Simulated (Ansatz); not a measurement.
Species: H₄Si, SMILES `[SiH4]` with one electron removed (charge 1, multiplicity 2), formula H4Si.

Problem. How many basis functions does frozen-core CCSD(T)/cc-pVTZ // CAM-B3LYP-D3(BJ)/def2-TZVP in Ansatz (a program for electronic structure) use, how many core orbitals are frozen, and how many electrons are correlated?

Solution. 90 basis functions and 5 frozen orbitals, which leaves 7 correlated electrons. Core time is of the order of seconds.
